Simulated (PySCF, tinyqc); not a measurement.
Inside a calculation. Method: CIS on RHF in the sto-6g basis, for LiH, spin multiplicity 1. The lowest restricted solution is unstable here: a spin-polarised one lies 0.0001 hartree lower (PySCF). Computed by tinyqc, a small Python program that keeps every step (integrals from PySCF). Settings: charge = 0, multiplicity = 1, basis = sto-6g, method = RHF, energy threshold = 1e-10, iteration cap = 69, orthogonalisation = symmetric, start = core, DIIS depth = 6. Command: `OMP_NUM_THREADS=1 python tinyqc.py 29288 29289 out.jsonl` (the two numbers bound the seeds that draw the settings). One thread of a shared host (Intel(R) Xeon(R) Processor @ 2.60GHz), about 0.09 s of CPU time with the checks. The early iterations of the SCF are left out here.

## One-electron integrals

Geometry (angstrom):
```
atom        x        y        z
Li    0.00000  0.00000  0.00000
H     0.00000  0.00000  2.06300
```

Basis sto-6g: exponents (1/bohr^2) and contraction coefficients of normalised primitives:
```
element  l (shell)   exponent  coefficient
Li           s (1)  167.17585      0.00916
Li           s (1)   30.65151      0.04936
Li           s (1)    8.57519      0.16854
Li           s (1)    2.94581      0.37056
Li           s (1)    1.14394      0.41649
Li           s (1)    0.47114      0.13033
Li           s (2)    6.59756     -0.01325
Li           s (2)    1.30583     -0.04699
Li           s (2)    0.40585     -0.03379
Li           s (2)    0.15615      0.25024
Li           s (2)    0.06781      0.59512
Li           s (2)    0.03108      0.24071
Li           p (3)    6.59756      0.00376
Li           p (3)    1.30583      0.03768
Li           p (3)    0.40585      0.17390
Li           p (3)    0.15615      0.41804
Li           p (3)    0.06781      0.42586
Li           p (3)    0.03108      0.10171
H            s (1)   35.52322      0.00916
H            s (1)    6.51314      0.04936
H            s (1)    1.82214      0.16854
H            s (1)    0.62596      0.37056
H            s (1)    0.24308      0.41649
H            s (1)    0.10011      0.13033
```

Overlap, kinetic and nuclear-attraction integrals over the contracted functions; the nuclear repulsion is the sum of Za Zb / Rab.

nuclear repulsion = 0.7695258 hartree

overlap S:
```
          1Li 1s   1Li 2s  1Li 2px  1Li 2py  1Li 2pz    2H 1s
1Li 1s   1.00000  0.23574  0.00000  0.00000  0.00000  0.02490
1Li 2s   0.23574  1.00000  0.00000  0.00000  0.00000  0.28745
1Li 2px  0.00000  0.00000  1.00000  0.00000  0.00000  0.00000
1Li 2py  0.00000  0.00000  0.00000  1.00000  0.00000  0.00000
1Li 2pz  0.00000  0.00000  0.00000  0.00000  1.00000  0.40427
2H 1s    0.02490  0.28745  0.00000  0.00000  0.40427  1.00000
```

kinetic energy T (hartree):
```
           1Li 1s    1Li 2s  1Li 2px  1Li 2py  1Li 2pz     2H 1s
1Li 1s    3.61674  -0.11072  0.00000  0.00000  0.00000  -0.00929
1Li 2s   -0.11072   0.10652  0.00000  0.00000  0.00000   0.01743
1Li 2px   0.00000   0.00000  0.32001  0.00000  0.00000   0.00000
1Li 2py   0.00000   0.00000  0.00000  0.32001  0.00000   0.00000
1Li 2pz   0.00000   0.00000  0.00000  0.00000  0.32001   0.06344
2H 1s    -0.00929   0.01743  0.00000  0.00000  0.06344   0.76852
```

nuclear attraction V (hartree):
```
           1Li 1s    1Li 2s   1Li 2px   1Li 2py   1Li 2pz     2H 1s
1Li 1s   -8.32365  -0.88883   0.00000   0.00000  -0.01024  -0.09849
1Li 2s   -0.88883  -1.44376   0.00000   0.00000  -0.09529  -0.46511
1Li 2px   0.00000   0.00000  -1.41929   0.00000   0.00000   0.00000
1Li 2py   0.00000   0.00000   0.00000  -1.41929   0.00000   0.00000
1Li 2pz  -0.01024  -0.09529   0.00000   0.00000  -1.49255  -0.66319
2H 1s    -0.09849  -0.46511   0.00000   0.00000  -0.66319  -2.00880
```

core Hamiltonian H = T + V (hartree):
```
           1Li 1s    1Li 2s   1Li 2px   1Li 2py   1Li 2pz     2H 1s
1Li 1s   -4.70691  -0.99955   0.00000   0.00000  -0.01024  -0.10778
1Li 2s   -0.99955  -1.33724   0.00000   0.00000  -0.09529  -0.44768
1Li 2px   0.00000   0.00000  -1.09928   0.00000   0.00000   0.00000
1Li 2py   0.00000   0.00000   0.00000  -1.09928   0.00000   0.00000
1Li 2pz  -0.01024  -0.09529   0.00000   0.00000  -1.17255  -0.59974
2H 1s    -0.10778  -0.44768   0.00000   0.00000  -0.59974  -1.24028
```

## Two-electron integrals

Functions are numbered as in S; the eight-fold symmetry (ij|kl) = (ji|kl) = (kl|ij) leaves the list below.

Two-electron integrals (ij|kl) in chemists' order, unique and non-zero (hartree):
```
(11|11) 1.68125   (21|11) 0.24260   (21|21) 0.04451   (22|11) 0.39719
(22|21) 0.09028   (22|22) 0.29062   (31|31) 0.00944   (32|31) 0.01426
(32|32) 0.06424   (33|11) 0.39719   (33|21) 0.09028   (33|22) 0.29062
(33|33) 0.31312   (41|41) 0.00944   (42|41) 0.01426   (42|42) 0.06424
(43|43) 0.01688   (44|11) 0.39719   (44|21) 0.09028   (44|22) 0.29062
(44|33) 0.27937   (44|44) 0.31312   (51|51) 0.00944   (52|51) 0.01426
(52|52) 0.06424   (53|53) 0.01688   (54|54) 0.01688   (55|11) 0.39719
(55|21) 0.09028   (55|22) 0.29062   (55|33) 0.27937   (55|44) 0.27937
(55|55) 0.31312   (61|11) 0.02512   (61|21) 0.00454   (61|22) 0.00940
(61|33) 0.00926   (61|44) 0.00926   (61|51) 0.00061   (61|52) 0.00128
(61|55) 0.00967   (61|61) 0.00051   (62|11) 0.09063   (62|21) 0.02104
(62|22) 0.07572   (62|33) 0.07145   (62|44) 0.07145   (62|51) 0.00346
(62|52) 0.02337   (62|55) 0.08425   (62|61) 0.00265   (62|62) 0.03739
(63|31) 0.00142   (63|32) 0.00729   (63|53) 0.00318   (63|63) 0.00209
(64|41) 0.00142   (64|42) 0.00729   (64|54) 0.00318   (64|64) 0.00209
(65|11) 0.12035   (65|21) 0.02814   (65|22) 0.10414   (65|33) 0.09699
(65|44) 0.09699   (65|51) 0.00538   (65|52) 0.03627   (65|55) 0.11845
(65|61) 0.00365   (65|62) 0.05574   (65|65) 0.08376   (66|11) 0.25637
(66|21) 0.06037   (66|22) 0.23914   (66|33) 0.21878   (66|44) 0.21878
(66|51) 0.01010   (66|52) 0.08770   (66|55) 0.27987   (66|61) 0.00785
(66|62) 0.15464   (66|65) 0.23744   (66|66) 0.77500
```

## Orthogonalisation

S = U s U^T; symmetric (Loewdin) form X = U s^(-1/2) U^T, so that X^T S X = 1.

eigenvalues of S: 0.48929  0.80862  1.00000  1.00000  1.17697  1.52512

X:
```
           1Li 1s    1Li 2s  1Li 2px  1Li 2py   1Li 2pz     2H 1s
1Li 1s    1.02234  -0.12680  0.00000  0.00000  -0.00634   0.01714
1Li 2s   -0.12680   1.06174  0.00000  0.00000   0.05486  -0.17516
1Li 2px   0.00000   0.00000  1.00000  0.00000   0.00000   0.00000
1Li 2py   0.00000   0.00000  0.00000  1.00000   0.00000   0.00000
1Li 2pz  -0.00634   0.05486  0.00000  0.00000   1.07524  -0.24114
2H 1s     0.01714  -0.17516  0.00000  0.00000  -0.24114   1.11386
```

## Iteration 8 (converged): orbitals

converged F (hartree):
```
           1Li 1s    1Li 2s  1Li 2px  1Li 2py   1Li 2pz     2H 1s
1Li 1s   -2.40165  -0.61973  0.00000  0.00000   0.01359  -0.06702
1Li 2s   -0.61973  -0.19368  0.00000  0.00000  -0.06928  -0.20632
1Li 2px   0.00000   0.00000  0.15978  0.00000   0.00000   0.00000
1Li 2py   0.00000   0.00000  0.00000  0.15978   0.00000   0.00000
1Li 2pz   0.01359  -0.06928  0.00000  0.00000   0.04553  -0.20257
2H 1s    -0.06702  -0.20632  0.00000  0.00000  -0.20257  -0.09052
```

Diagonalise F' = X^T F X, C = X C', fill 2 alpha and 2 beta electrons from the bottom; D = 2 C_occ C_occ^T. Each column has its largest component positive (the first on a tie).

F' = X^T F X (hartree):
```
          1         2        3        4         5         6
1  -2.35430  -0.33988  0.00000  0.00000   0.01212   0.01443
2  -0.33988  -0.02332  0.00000  0.00000   0.00649  -0.20951
3   0.00000   0.00000  0.15978  0.00000   0.00000   0.00000
4   0.00000   0.00000  0.00000  0.15978   0.00000   0.00000
5   0.01212   0.00649  0.00000  0.00000   0.14907  -0.24737
6   0.01443  -0.20951  0.00000  0.00000  -0.24737   0.06821
```

orbital energies (hartree): MO1 -2.40299, MO2 -0.24492, MO3 0.07216, MO4 0.15978, MO5 0.15978, MO6 0.41541

coefficients C:
```
              MO1       MO2       MO3      MO4       MO5       MO6
1Li 1s    0.99410  -0.14020  -0.20433  0.00000   0.00000   0.10929
1Li 2s    0.02389   0.48191   0.80091  0.00000   0.00000  -0.55027
1Li 2px   0.00000   0.00000   0.00000  0.97788  -0.20915   0.00000
1Li 2py   0.00000   0.00000   0.00000  0.20915   0.97788   0.00000
1Li 2pz  -0.00473   0.33254  -0.59562  0.00000   0.00000  -0.86717
2H 1s    -0.00034   0.59192  -0.18295  0.00000   0.00000   0.97261
```

D after iteration 8:
```
           1Li 1s    1Li 2s  1Li 2px  1Li 2py   1Li 2pz     2H 1s
1Li 1s    2.01578  -0.08764  0.00000  0.00000  -0.10266  -0.16666
1Li 2s   -0.08764   0.46561  0.00000  0.00000   0.32028   0.57049
1Li 2px   0.00000   0.00000  0.00000  0.00000   0.00000   0.00000
1Li 2py   0.00000   0.00000  0.00000  0.00000   0.00000   0.00000
1Li 2pz  -0.10266   0.32028  0.00000  0.00000   0.22121   0.39368
2H 1s    -0.16666   0.57049  0.00000  0.00000   0.39368   0.70074
```

Within a degenerate level the vectors are fixed only up to a rotation; this is one choice.

## Convergence

Stop when the energy changes by less than 1e-10 hartree and every element of the error matrix X^T (F D S - S D F) X is below 3e-06.

Course of the cycle:
```
iteration  E (hartree)     change  largest element of the error matrix
1           -7.8910227          -                             1.83e-01
2           -7.9124979  -2.15e-02                             2.10e-02
3           -7.9132124  -7.14e-04                             5.24e-03
4           -7.9133669  -1.54e-04                             2.26e-03
5           -7.9134035  -3.66e-05                             5.51e-05
6           -7.9134035  -4.66e-09                             1.20e-05
7           -7.9134035  -2.67e-10                             1.73e-06
8           -7.9134035  -6.93e-12                             1.08e-08
```

PySCF RHF in the same basis = -7.9134035 hartree

Converged in 8 iterations.

## Integrals over molecular orbitals

(pq|rs) = sum C_ip C_jq C_kr C_ls (ij|kl), one index at a time.

one-electron integrals over orbitals h = C^T H C (hartree):
```
          1         2         3         4         5         6
1  -4.69958   0.09535   0.16498   0.00000   0.00000  -0.05558
2   0.09535  -1.33543   0.01351   0.00000   0.00000   0.03428
3   0.16498   0.01351  -1.10377   0.00000   0.00000   0.02552
4   0.00000   0.00000   0.00000  -1.09928   0.00000   0.00000
5   0.00000   0.00000   0.00000   0.00000  -1.09928   0.00000
6  -0.05558   0.03428   0.02552   0.00000   0.00000  -1.01696
```

Two-electron integrals over orbitals (pq|rs), unique and non-zero (hartree):
```
(11|11) 1.66522    (21|11) -0.09860   (21|21) 0.01041    (22|11) 0.32089
(22|21) 0.00325    (22|22) 0.45913    (31|11) -0.14450   (31|21) 0.01097
(31|22) -0.01155   (31|31) 0.02325    (32|11) 0.02664    (32|21) -0.00262
(32|22) -0.05581   (32|31) -0.00050   (32|32) 0.01845    (33|11) 0.39638
(33|21) -0.00910   (33|22) 0.21244    (33|31) 0.00088    (33|32) 0.01322
(33|33) 0.33188    (41|41) 0.01004    (42|41) 0.00711    (42|42) 0.02095
(43|41) 0.01036    (43|42) 0.01985    (43|43) 0.04165    (44|11) 0.39697
(44|21) -0.00338   (44|22) 0.24806    (44|31) -0.00479   (44|32) 0.01209
(44|33) 0.28078    (44|44) 0.31312    (51|51) 0.01004    (52|51) 0.00711
(52|52) 0.02095    (53|51) 0.01036    (53|52) 0.01985    (53|53) 0.04165
(54|54) 0.01688    (55|11) 0.39697    (55|21) -0.00338   (55|22) 0.24806
(55|31) -0.00479   (55|32) 0.01209    (55|33) 0.28078    (55|44) 0.27937
(55|55) 0.31312    (61|11) 0.07231    (61|21) -0.00981   (61|22) -0.00746
(61|31) -0.00519   (61|32) 0.00264    (61|33) 0.01200    (61|44) 0.00147
(61|55) 0.00147    (61|61) 0.01162    (62|11) -0.07806   (62|21) 0.00180
(62|22) 0.11202    (62|31) 0.00394    (62|32) -0.04145   (62|33) -0.02010
(62|44) -0.03490   (62|55) -0.03490   (62|61) 0.00064    (62|62) 0.13126
(63|11) 0.01914    (63|21) -0.00209   (63|22) -0.05522   (63|31) 0.00427
(63|32) 0.01449    (63|33) 0.03635    (63|44) 0.00649    (63|55) 0.00649
(63|61) 0.00420    (63|62) -0.03658   (63|63) 0.02871    (64|41) -0.00599
(64|42) -0.01865   (64|43) -0.01256   (64|64) 0.01966    (65|51) -0.00599
(65|52) -0.01865   (65|53) -0.01256   (65|65) 0.01966    (66|11) 0.35738
(66|21) 0.00113    (66|22) 0.43025    (66|31) -0.01087   (66|32) -0.04634
(66|33) 0.23826    (66|44) 0.26082    (66|55) 0.26082    (66|61) -0.00501
(66|62) 0.10351    (66|63) -0.04480   (66|66) 0.42641
```

## CIS matrix, singlets

A(ia,jb) = (e_a - e_i) d_ij d_ab + 2 (ia|jb) - (ij|ab).

CIS matrix A, singlet (hartree):
```
          1>3      1>4      1>5       1>6       2>3      2>4      2>5       2>6
1>3   2.12528  0.00000  0.00000  -0.02952   0.00811  0.00000  0.00000   0.00997
1>4   0.00000  2.18589  0.00000   0.00000   0.00000  0.01760  0.00000   0.00000
1>5   0.00000  0.00000  2.18589   0.00000   0.00000  0.00000  0.01760   0.00000
1>6  -0.02952  0.00000  0.00000   2.48428   0.00736  0.00000  0.00000   0.00014
2>3   0.00811  0.00000  0.00000   0.00736   0.14156  0.00000  0.00000  -0.02767
2>4   0.00000  0.01760  0.00000   0.00000   0.00000  0.19855  0.00000   0.00000
2>5   0.00000  0.00000  0.01760   0.00000   0.00000  0.00000  0.19855   0.00000
2>6   0.00997  0.00000  0.00000   0.00014  -0.02767  0.00000  0.00000   0.49261
```

## CIS singlet states

dipole integrals <i|r|a> (bohr):
```
            x        y         z
1>3   0.00000  0.00000  -0.12991
1>4   0.19336  0.04135   0.00000
1>5  -0.04135  0.19336   0.00000
1>6   0.00000  0.00000  -0.13742
2>3   0.00000  0.00000  -0.68459
2>4   0.95737  0.20476   0.00000
2>5  -0.20476  0.95737   0.00000
2>6   0.00000  0.00000   1.05002
```

Diagonalise A (1 hartree = 27.211386 eV); each vector has its largest component positive (the first on a tie). The transition dipole is mu = sqrt2 sum c_ia <i|r|a>.

singlet excitation energies (eV): 3.79131  5.39847  5.39847  13.46218  57.76899  59.48527  59.48527  67.66672

lowest vectors:
```
      state 1   state 2   state 3   state 4  state 5   state 6
1>3  -0.00451   0.00000   0.00000  -0.00571  0.99666   0.00000
1>4   0.00000  -0.00829  -0.00312   0.00000  0.00000   0.96496
1>5   0.00000   0.00312  -0.00829   0.00000  0.00000  -0.26226
1>6  -0.00319   0.00000   0.00000   0.00013  0.08134   0.00000
2>3   0.99692   0.00000   0.00000  -0.07825  0.00429   0.00000
2>4   0.00000   0.93595   0.35201   0.00000  0.00000   0.00854
2>5   0.00000  -0.35201   0.93595   0.00000  0.00000  -0.00232
2>6   0.07822   0.00000   0.00000   0.99692  0.00603   0.00000
```

oscillator strengths 2/3 w |mu|^2: 0.06673  0.25261  0.25261  0.79972  0.05333  0.12416

Within a degenerate level the vectors are fixed only up to a rotation; this is one choice.

## CIS matrix, triplets

A(ia,jb) = (e_a - e_i) d_ij d_ab - (ij|ab).

CIS matrix A, triplet (hartree):
```
          1>3      1>4      1>5       1>6      2>3      2>4      2>5       2>6
1>3   2.07878  0.00000  0.00000  -0.01914  0.00910  0.00000  0.00000   0.00209
1>4   0.00000  2.16581  0.00000   0.00000  0.00000  0.00338  0.00000   0.00000
1>5   0.00000  0.00000  2.16581   0.00000  0.00000  0.00000  0.00338   0.00000
1>6  -0.01914  0.00000  0.00000   2.46103  0.00209  0.00000  0.00000  -0.00113
2>3   0.00910  0.00000  0.00000   0.00209  0.10465  0.00000  0.00000   0.05522
2>4   0.00000  0.00338  0.00000   0.00000  0.00000  0.15665  0.00000   0.00000
2>5   0.00000  0.00000  0.00338   0.00000  0.00000  0.00000  0.15665   0.00000
2>6   0.00209  0.00000  0.00000  -0.00113  0.05522  0.00000  0.00000   0.23009
```

## CIS triplet states

Diagonalise A (1 hartree = 27.211386 eV); each vector has its largest component positive (the first on a tie).

triplet excitation energies (eV): 2.27956  4.26256  4.26256  6.82780  56.54162  58.93483  58.93483  66.99405

lowest vectors:
```
      state 1   state 2   state 3   state 4  state 5   state 6
1>3  -0.00391   0.00000   0.00000  -0.00283  0.99874   0.00000
1>4   0.00000  -0.00055  -0.00159   0.00000  0.00000   0.97720
1>5   0.00000  -0.00159   0.00055   0.00000  0.00000  -0.21233
1>6  -0.00102   0.00000   0.00000   0.00012  0.04988   0.00000
2>3   0.93559   0.00000   0.00000   0.35305  0.00469   0.00000
2>4   0.00000   0.32896   0.94434   0.00000  0.00000   0.00164
2>5   0.00000   0.94434  -0.32896   0.00000  0.00000  -0.00036
2>6  -0.35305   0.00000   0.00000   0.93560  0.00124   0.00000
```

Within a degenerate level the vectors are fixed only up to a rotation; this is one choice.
